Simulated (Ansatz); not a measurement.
**NaF: vertical ionisation energy**

One table from this session's results is given with a row withheld; the runs are named, their logs left out.

Computed with Ansatz 0.2.0, Gaussian basis. Level: unrestricted cation, the program's frozen cores in correlated methods.

Plan: UKS PBE-D4/def2-TZVPP; UKS r2SCAN-D4/def2-TZVPP; UKS PBE0-D4/def2-TZVPP; UKS B3LYP-D4/def2-TZVPP; UKS wB97X-V/def2-TZVPP; UKS wB97M-V/def2-TZVPP; UKS B2PLYP/def2-TZVPP; UHF-CCSD(T)/def2-TZVPP; UHF-CCSD(T)/def2-QZVPP; extrapolation to the limit; then −ε(HOMO) from the neutral's earlier runs with LDA (SPW92), PBE-D4, revPBE-D4, BLYP-D4, r2SCAN-D4, B97M-V, PBE0-D4, B3LYP-D4, r2SCANh-D4, r2SCAN0-D4, HSE06-D4, BHLYP-D4, CAM-B3LYP-D4, LC-ωPBE, ωB97X-V, ωB97M-V.

## The geometry

The geometry comes from an earlier relaxation with PBE0-D4 in a triple-zeta def2 set; it is a stationary point.

SMILES `[F][Na]`, 2 atoms, charge 0, spin multiplicity 1.

Atoms are counted from 1 here; the program's logs count them from 0.

Bond lengths: F1–Na2 1.922 Å.

Coordinates:

```xyz
2
charge 0, multiplicity 1
F    -0.8041    0.2401   -0.4224
Na    0.8336   -0.3003    0.4265
```

Set-up of the first run:

Input file in.yaml:

```yaml
crystal:
  periodic: [false, false, false]
  atoms:
    - {symbol: F, position_ang: [-0.804147, 0.240140, -0.422375]}
    - {symbol: Na, position_ang: [0.833647, -0.300340, 0.426475]}
basis:
  gaussian: {orbitals: def2-TZVPP}
total_charge: 1
magnetization: {spin_polarized: true, initial_magnetization: 1}
hamiltonian: {xc: pbe, dispersion: d4}
```

Among the steps run: Cation, UKS PBE-D4/def2-TZVPP; Cation, UKS r2SCAN-D4/def2-TZVPP; Cation, UKS PBE0-D4/def2-TZVPP; Cation, UKS B3LYP-D4/def2-TZVPP; Cation, UKS wB97X-V/def2-TZVPP; Cation, UKS wB97M-V/def2-TZVPP; Cation, UKS B2PLYP (frozen core)/def2-TZVPP; Cation, UHF-CCSD(T)/def2-TZVPP; Cation, UHF-CCSD(T)/def2-QZVPP.

One of the session's tables, all rows but one given; the rest of the session is left out.

It belongs to the step «Ionisation energies side by side». Orbital estimates, from the neutral's runs:

| functional | −ε(HOMO) (eV) |
| --- | --- |
| LDA (SPW92) | 5.16 |
| PBE-D4 | 4.95 |
| revPBE-D4 | 4.86 |
| BLYP-D4 | 4.96 |
| r2SCAN-D4 | 5.15 |
| B97M-V | ? |
| PBE0-D4 | 6.66 |
| B3LYP-D4 | 6.47 |
| r2SCANh-D4 | 5.83 |
| r2SCAN0-D4 | 6.89 |
| HSE06-D4 | 6.24 |
| BHLYP-D4 | 8.54 |
| CAM-B3LYP-D4 | 8.32 |
| LC-ωPBE | 9.56 |
| ωB97X-V | 9.24 |
| ωB97M-V | 9.27 |

**Question.** Estimate the row for B97M-V.

The run gave: −ε(HOMO) (eV): 5.28. In the column «−ε(HOMO) (eV)» it lies between LDA (SPW92) (5.16) and r2SCANh-D4 (5.83).
